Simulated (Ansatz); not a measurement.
# AlPH (doublet): the correlation ladder, def2-TZVPP

An exercise on one series of results from a longer session: the logs are not shown, and one member is left open.

Computed with Ansatz 0.2.0, Gaussian basis. Level: def2-TZVPP, core rule «outside noble gas», up to 10 orbitals frozen.

The runs, in order: UHF; ROHF; CCSD(T) on UHF.

## The system

The geometry is a PBE0/def2-TZVP stationary point (not a proven minimum) of the parent state, kept for this charge and spin.

3 atoms, charge 0, spin multiplicity 2.

Atoms are counted from 1 here; the program's logs count them from 0.

Bond lengths: Al1–P2 2.386 Å, Al1–H3 1.614 Å. Angles: P2–Al1–H3 114.3°.

As a file:

```xyz
3

Al    0.0000   -0.1077    1.2377
P     0.0000    0.0510   -1.1432
H     0.0000    1.3154    1.9991
```

Set-up of the first run:

The input, in.yaml:

```yaml
crystal:
  periodic: [false, false, false]
  atoms:
    - {symbol: Al, position_ang: [0.000000, -0.107696, 1.237712]}
    - {symbol: P, position_ang: [0.000000, 0.051009, -1.143237]}
    - {symbol: H, position_ang: [0.000000, 1.315423, 1.999097]}
basis:
  gaussian: {orbitals: def2-TZVPP}
magnetization: {spin_polarized: true, initial_magnetization: 1}
hamiltonian: {xc: hf}
output: {orbitals: {seedname: orbitals}}
```

The run is started by

```bash
ansatz run in.yaml --threads 1 --pin off --events-out ev --progress --plain --max-ram 4096MiB --backend cpu
```

Steps of the session up to this table: UHF; ROHF; CCSD(T) on UHF.

One of the session's tables, all rows but one given; the rest of the session is left out.

| method | from UCCSD(T) (meV) |
| --- | --- |
| ROHF | +6763.5 |
| UHF | +5401.3 |
| UMP2 | ? |
| UCCSD | +246.6 |
| UCCSD(T) | 0 |

Q: Estimate the row for UMP2 from the others.

The run gave: from UCCSD(T) (meV): +1228.2. In the column «from UCCSD(T) (meV)» it lies between UCCSD (+246.6) and UHF (+5401.3).

To keep in mind: The determinant is far from a pure spin state, so its energy mixes those of several spin states (harmless only where they are near-degenerate, as at dissociation).
